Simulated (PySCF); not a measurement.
C3H8, SMILES C(C)C (connectivity only; charge and spin as stated), charge +1, multiplicity 2. Atoms are numbered in the order given.

```xyz
11

C     -1.2969    -0.0178     0.2349
C      0.0000     0.0000    -0.4623
C      1.2969     0.0178     0.2349
H     -2.1404    -0.3053    -0.4086
H     -1.2629    -0.6133     1.1681
H     -1.5297     1.0138     0.6127
H     -0.0223     0.7010    -1.3949
H      0.0223    -0.7010    -1.3949
H      2.1404     0.3053    -0.4086
H      1.2629     0.6133     1.1681
H      1.5297    -1.0138     0.6127
```
Charge +1, spin multiplicity 2.

Coordinates come from a B3LYP-D3(BJ)/def2-SVP optimisation. The spin state was assumed, not searched.

Level of theory: TDA-PBE/def2-SVPD (PySCF).

Vertical excitations. Isolated molecule, no solvent.

Computed excitation energies, oscillator strengths and character:
```
state    energy (eV)  λ (nm)      f                            main pairs
-------  -----------  ------  -----  ------------------------------------
root 1          2.10     591  0.001                     β HOMO→LUMO 100 %
root 2          2.24     553  0.000                    β HOMO−1→LUMO 99 %
root 3          3.16     392  0.137                    β HOMO−2→LUMO 97 %
root 4          3.69     336  0.001                    β HOMO−3→LUMO 99 %
root 5          4.75     261  0.000                   β HOMO−5→LUMO 100 %
root 6          4.93     251  0.070                    β HOMO−4→LUMO 96 %
root 7          8.42     147  0.000  α HOMO→LUMO 85 %, β HOMO−6→LUMO 13 %
root 8          8.58     145  0.039  α HOMO→LUMO 14 %, β HOMO−6→LUMO 80 %
root 9          9.05     137  0.074                    α HOMO→LUMO+1 92 %
root 10         9.58     129  0.039                    α HOMO→LUMO+2 97 %
```
Unrestricted roots are not spin-pure.
